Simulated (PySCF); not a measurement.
PySCF input file for C2H4O2, SMILES CC(=O)O, PBE-D3(BJ)/def2-SVP. Geometry optimised at PBE-D3(BJ)/def2-SVP. One conformer was computed; it need not be the lowest.

```python
import numpy as np
from pyscf import gto, scf, dft, df
from pyscf.hessian import thermo

mol = gto.M(
    atom='''
    C     0.10458255   -1.39878302    0.00000000
    C    -0.12444242    0.09309375    0.00000000
    O     1.05307004    0.77563119    0.00000000
    O    -1.20376091    0.65148797   -0.00000000
    H    -0.86602379   -1.92287589    0.00000000
    H     0.69603825   -1.69209401    0.89009560
    H     0.69603825   -1.69209401   -0.89009561
    H     0.79863351    1.72424631   -0.00000000
    ''',
    basis='def2-SVP',
    charge=0,
    spin=0,
    max_memory=1600,
    verbose=3,
)
mf = dft.RKS(mol, xc='pbe').density_fit(auxbasis='def2-universal-jkfit')
mf.disp = 'd3bj'
mf.grids.level = 3
mf.conv_tol = 1e-11
mf.max_cycle = 100
mf.kernel()

# [left out here: the lines that compute and print the analytic Hessian (its translational invariance restored by hand, since the grid's response is missing), thermochemistry and intensities]
```

It prints:

```
converged SCF energy = -228.664285352829

WARN: DFTD3 does not support analytical Hessian, using finite difference


WARN: Mole.unit (angstrom) is changed to Bohr

Mode                                 0                   1                   2
Irrep
Freq [cm^-1]                       66.0860            411.8562            529.4910
Reduced mass [au]                   1.0871              2.7892              1.6681
Force const [Dyne/A]                0.0028              0.2788              0.2755
Char temp [K]                      95.0830            592.5694            761.8196
Normal mode                   x     y     z       x     y     z       x     y     z
       0   C                 0.00  0.00  0.00   -0.11 -0.04 -0.00    0.00  0.00  0.00
       1   C                -0.00 -0.00  0.01    0.09 -0.01 -0.00   -0.00  0.00 -0.18
       2   O                 0.00 -0.00  0.05    0.01  0.13  0.00    0.00 -0.00  0.02
       3   O                -0.00  0.00 -0.05    0.05 -0.09 -0.00   -0.00  0.00  0.05
       4   H                 0.00 -0.00  0.51   -0.25  0.23  0.00    0.00 -0.00  0.22
       5   H                 0.48  0.03 -0.31   -0.20 -0.20  0.01   -0.00  0.33  0.12
       6   H                -0.48 -0.03 -0.31   -0.20 -0.20 -0.01    0.00 -0.33  0.12
       7   H                 0.00 -0.00 -0.01   -0.15  0.09  0.00    0.00 -0.00  0.52
Mode                                 3                   4                   5
Irrep
Freq [cm^-1]                      574.0462            675.9660            855.6576
Reduced mass [au]                   4.0592              1.3567              3.4574
Force const [Dyne/A]                0.7881              0.3653              1.4914
Char temp [K]                     825.9247            972.5646           1231.1007
Normal mode                   x     y     z       x     y     z       x     y     z
       0   C                 0.03 -0.12  0.00    0.00  0.00 -0.03   -0.02  0.16  0.00
       1   C                -0.00 -0.07 -0.00   -0.00  0.00 -0.09    0.05 -0.06 -0.00
       2   O                -0.10  0.04  0.00   -0.00 -0.00  0.09   -0.09 -0.07 -0.00
       3   O                 0.09  0.12  0.00   -0.00  0.00  0.05    0.09 -0.04  0.00
       4   H                 0.06 -0.19  0.00    0.00 -0.00  0.08   -0.04  0.21 -0.00
       5   H                 0.04 -0.10 -0.00   -0.04  0.18  0.05   -0.01  0.21  0.00
       6   H                 0.04 -0.10  0.00    0.04 -0.18  0.05   -0.01  0.21 -0.00
       7   H                -0.36 -0.02  0.00    0.00 -0.00 -0.80   -0.29 -0.12 -0.00
Mode                                 6                   7                   8
Irrep
Freq [cm^-1]                      950.7487           1011.2632           1170.5471
Reduced mass [au]                   1.5960              1.8927              1.8864
Force const [Dyne/A]                0.8500              1.1404              1.5229
Char temp [K]                    1367.9157           1454.9826           1684.1567
Normal mode                   x     y     z       x     y     z       x     y     z
       0   C                -0.13 -0.00  0.00   -0.00  0.00 -0.12    0.05  0.03 -0.00
       1   C                -0.02 -0.05 -0.00   -0.00 -0.00  0.16   -0.06 -0.08 -0.00
       2   O                 0.08  0.05  0.00    0.00  0.00 -0.02    0.12  0.01  0.00
       3   O                 0.02 -0.02  0.00    0.00 -0.00 -0.03   -0.07  0.03 -0.00
       4   H                 0.15 -0.51 -0.00    0.00 -0.00  0.27   -0.06  0.24  0.00
       5   H                 0.14  0.35 -0.07   -0.13  0.42  0.11   -0.08 -0.04  0.07
       6   H                 0.14  0.35  0.07    0.13 -0.42  0.11   -0.08 -0.04 -0.07
       7   H                -0.15 -0.01 -0.00   -0.00 -0.00  0.02   -0.62 -0.17  0.00
Mode                                 9                  10                  11
Irrep
Freq [cm^-1]                     1286.8463           1360.1258           1389.8261
Reduced mass [au]                   1.3713              2.3903              1.0692
Force const [Dyne/A]                1.3379              2.6053              1.2168
Char temp [K]                    1851.4854           1956.9182           1999.6503
Normal mode                   x     y     z       x     y     z       x     y     z
       0   C                 0.03 -0.08 -0.00    0.01  0.12  0.00    0.04  0.01 -0.00
       1   C                -0.06 -0.10 -0.00   -0.10 -0.15 -0.00    0.02  0.05 -0.00
       2   O                -0.00  0.04  0.00    0.01  0.05  0.00   -0.01 -0.01  0.00
       3   O                 0.02  0.01 -0.00    0.04  0.01 -0.00    0.01 -0.02  0.00
       4   H                -0.21  0.37  0.00    0.17 -0.18 -0.00    0.23 -0.37  0.00
       5   H                -0.08  0.38  0.21   -0.11 -0.27 -0.05   -0.48  0.08  0.36
       6   H                -0.08  0.38 -0.21   -0.11 -0.27  0.05   -0.48  0.08 -0.36
       7   H                 0.34  0.12  0.00    0.34  0.12 -0.00   -0.07 -0.02  0.00
Mode                                12                  13                  14
Irrep
Freq [cm^-1]                     1396.7775           1814.6068           2993.9869
Reduced mass [au]                   1.0450              9.7822              1.0376
Force const [Dyne/A]                1.2012             18.9781              5.4798
Char temp [K]                    2009.6518           2610.8151           4307.6805
Normal mode                   x     y     z       x     y     z       x     y     z
       0   C                 0.00  0.00  0.05    0.01 -0.02 -0.00    0.02 -0.05 -0.00
       1   C                 0.00  0.00  0.03   -0.20  0.12 -0.00    0.00  0.00 -0.00
       2   O                -0.00 -0.00 -0.00    0.02 -0.01 -0.00    0.00 -0.00 -0.00
       3   O                 0.00 -0.00 -0.00    0.13 -0.07  0.00   -0.00  0.00  0.00
       4   H                 0.00 -0.00 -0.71   -0.04  0.06  0.00    0.38  0.20  0.00
       5   H                 0.31  0.36 -0.05    0.03 -0.03 -0.02   -0.33  0.16 -0.50
       6   H                -0.31 -0.36 -0.05    0.03 -0.03  0.02   -0.33  0.16  0.50
       7   H                -0.00 -0.00 -0.01   -0.13 -0.04 -0.00   -0.00  0.00 -0.00
Mode                                15                  16                  17
Irrep
Freq [cm^-1]                     3077.3861           3130.3887           3623.5715
Reduced mass [au]                   1.1012              1.1059              1.0638
Force const [Dyne/A]                6.1446              6.3849              8.2298
Char temp [K]                    4427.6734           4503.9324           5213.5127
Normal mode                   x     y     z       x     y     z       x     y     z
       0   C                -0.00 -0.00  0.09   -0.09 -0.02 -0.00    0.00 -0.00  0.00
       1   C                -0.00  0.00  0.00   -0.00  0.00  0.00    0.00  0.00 -0.00
       2   O                 0.00 -0.00 -0.00    0.00  0.00  0.00   -0.01  0.06 -0.00
       3   O                 0.00  0.00  0.00    0.00 -0.00 -0.00   -0.00 -0.00  0.00
       4   H                 0.00  0.00  0.01    0.75  0.41 -0.00   -0.00  0.00  0.00
       5   H                -0.37  0.18 -0.53    0.15 -0.08  0.24   -0.00 -0.00 -0.00
       6   H                 0.37 -0.18 -0.53    0.15 -0.08 -0.24   -0.00 -0.00  0.00
       7   H                 0.00 -0.00 -0.00    0.00 -0.00  0.00    0.22 -0.94 -0.00
temperature 298.1500 [K]
pressure 101325.00 [Pa]
Rotational constants [GHz] 11.19458 9.36807 5.26999
Symmetry number 1
Zero-point energy (ZPE) 0.05996 [Eh]   157423.642 [J/mol]
                           tot       elec      trans        rot        vib
Entropy [J/mol/K]       289.496      0.000    159.820     99.910     29.766
Cv [J/mol/K]             61.208      0.000     12.472     12.472     36.265
Cp [J/mol/K]             69.522      0.000     20.786     12.472     36.265
Internal energy [J/mol]                      3718.434   3718.434 162149.325
Internal energy [Eh]   -228.59969  -228.66429
Enthalpy [J/mol]                             6197.391   3718.434 162149.325
Enthalpy [Eh]          -228.59875
Gibbs free energy [J/mol]                  -41452.949 -26069.806 153274.670
Gibbs free energy [Eh] -228.63162
mode   freq/cm-1   IR/(km/mol)
   1       66.09         1.075
   2      411.86         3.988
   3      529.49        16.975
   4      574.05        39.848
   5      675.97        89.993
   6      855.66         4.093
   7      950.75        42.204
   8     1011.26         9.441
   9     1170.55       197.250
  10     1286.85         8.206
  11     1360.13        97.680
  12     1389.83        13.912
  13     1396.78        10.850
  14     1814.61       273.244
  15     2993.99         0.812
  16     3077.39         1.400
  17     3130.39         1.535
  18     3623.57        42.828
max |gradient| / (hartree/bohr): 6.123091168158786e-05
APT charges: [-0.1275  1.0596 -0.6485 -0.6643  0.0362  0.0393  0.0393  0.2658]
```

The calculation finished and met its thresholds.

Cost: about 40 core-seconds (a rough figure).
